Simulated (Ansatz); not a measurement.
`O=CSS`. Total charge 0; spin multiplicity 1.

```xyz
6

O    -0.832    1.253    0.560
C    -0.614    0.778   -0.509
S     0.191   -0.773   -0.851
S     0.488   -1.568    0.998
H    -0.884    1.260   -1.470
H     1.651   -0.950    1.273
```

Q: List the harmonic frequencies (cm⁻¹, unscaled) at PBE0-D4/def2-TZVP in Ansatz. (An estimate is asked.)

A: Computed: 162, 214, 267, 518, 550, 705, 896, 940, 1350, 1818, 2679, 2939.

Q: Is this a minimum?

A: Yes, all 12 modes are real.

Q: Give the ideal-gas thermochemistry at 298.15 K and 1 bar (rigid rotor, harmonic oscillator; point group C1, symmetry number 1).

A: Zero-point energy 78.0 kJ/mol; H(298) − E = 93.8 kJ/mol; entropy 307.0 J/(mol·K), of which translation 165.5, rotation 108.4, vibration 33.0; G(298) − E = 2.3 kJ/mol.

Q: And at 400, 500, 600, 800 and 1000 K?

A: 
| T (K) | H − E (kJ/mol) | S (J/mol/K) | G − E (kJ/mol) |
| --- | --- | --- | --- |
| 400 | 101.9 | 330.1 | -30.2 |
| 500 | 110.6 | 349.6 | -64.2 |
| 600 | 120.0 | 366.7 | -100.0 |
| 800 | 140.3 | 395.8 | -176.4 |
| 1000 | 162.0 | 420.1 | -258.1 |
